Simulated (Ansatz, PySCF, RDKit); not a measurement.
Noncovalent pair: C2H4 (SMILES C=C) (first 6 atoms) with C2H4 (SMILES C=C); geometry from S22 set.
(charge 0, multiplicity 1):
```xyz
12

C     -0.47192    -0.47192    -1.85911
C      0.47192     0.47192    -1.85911
H     -0.87242    -0.87242    -0.93612
H      0.87242     0.87242    -0.93612
H     -0.87046    -0.87046    -2.78331
H      0.87046     0.87046    -2.78331
C     -0.47192     0.47192     1.85911
C      0.47192    -0.47192     1.85911
H     -0.87242     0.87242     0.93612
H      0.87242    -0.87242     0.93612
H     -0.87046     0.87046     2.78331
H      0.87046    -0.87046     2.78331
```

Counterpoise-corrected where a basis set is named; no monomer relaxation. Rows marked so take none.

Frozen-core correlation. Rows in 6-31G* carry no dispersion term and start afresh at each structure (6-31G* with six Cartesian d functions). MP2/6-31G* freezes PySCF's default core.

Run with Ansatz (a quantum-chemistry and plane-wave program) with Gaussian orbitals; PySCF for 6-31G* rows, the dispersion terms; RDKit for the force fields. Each number belongs to the level named beside it.

```csv
level,interaction energy (kcal/mol)
MMFF94,0.14
HF/6-31G* (no counterpoise),0.02
PBE-D3(BJ)/def2-TZVPPD,-1.62
BLYP/def2-TZVPPD,1.10
r2SCAN/def2-TZVPPD,-0.84
B97M-V/def2-TZVPPD,-1.30
CAM-B3LYP-D4/def2-TZVPPD,-1.42
MP2/6-31G*,[?]
MP2/aug-cc-pVDZ,[?]
```

Question: Fill in the missing entries.

Answer: 
- MP2/6-31G*, interaction energy (kcal/mol): -0.08
- MP2/aug-cc-pVDZ, interaction energy (kcal/mol): -1.18
